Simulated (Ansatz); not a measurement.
## Worked example: H$_{2}$Si–GeH, quartet against H₂Si–GeH, doublet

Geometry (PBE0/def2-TZVP stationary point of a doublet), kept for both states (H2Si–GeH, doublet: A''; H2Si–GeH, quartet: A'):

```xyz
5

Si    0.0000    0.0181    1.6516
Ge    0.0000   -0.0284   -0.7002
H     0.0000    1.1857    2.5806
H     0.0000   -1.2094    2.4992
H     0.0000    1.5656   -0.6371
```

Basis cc-pVDZ; Ansatz 0.2.0. Correlated methods freeze the noble-gas cores and the filled d shells of p-block atoms. Prefix R: restricted or restricted open-shell reference; prefix U: unrestricted. No spin–orbit coupling is included, and no scalar relativity.

Full CI isn't at hand for all of this; UCCSDT(Q) serves as the reference, and is uncertain by about the last step of the cluster series.

| level | E(H2Si–GeH, doublet) (hartree) | E(H2Si–GeH, quartet) (hartree) |
| --- | --- | --- |
| UHF | -2365.944669 | -2365.881924 |
| UMP2 | -2366.111095 | -2366.028898 |
| UCCSD(T) | -2366.158505 | -2366.073163 |
| PBE | -2367.721315 | -2367.629721 |
| wB97M-V | -2368.039864 | -2367.946056 |
| UCCSDT(Q) | -2366.160270 | -2366.074680 |

**Question.** Give the vertical gap, H2Si–GeH quartet less H2Si–GeH doublet, at each level in eV (1 hartree = 27.2114 eV), and each error against UCCSDT(Q).

**Answer.** UCCSDT(Q): (-2366.074680 − (-2366.160270)) × 27.2114 = 2.329 eV (the reference)
wB97M-V: (-2367.946056 − (-2368.039864)) × 27.2114 = 2.553 eV, error 0.224 eV
PBE: (-2367.629721 − (-2367.721315)) × 27.2114 = 2.492 eV, error 0.163 eV
UCCSD(T): (-2366.073163 − (-2366.158505)) × 27.2114 = 2.322 eV, error -0.007 eV
UMP2: (-2366.028898 − (-2366.111095)) × 27.2114 = 2.237 eV, error -0.092 eV
UHF: (-2365.881924 − (-2365.944669)) × 27.2114 = 1.707 eV, error -0.622 eV

Total energies of functionals can't be set beside those of wave-function methods, since they hold the core's correlation and their own absolute errors; only the differences compare.

In so small a basis the reference is far from its limit while semilocal and hybrid functionals are nearer theirs, so the functionals' errors here hold much of the reference's basis and frozen-core error, which can add to them or hide them.

Each level lands on the state that its own search finds. T1 diagnostics of restricted CCSD: 0.018 and 0.024.
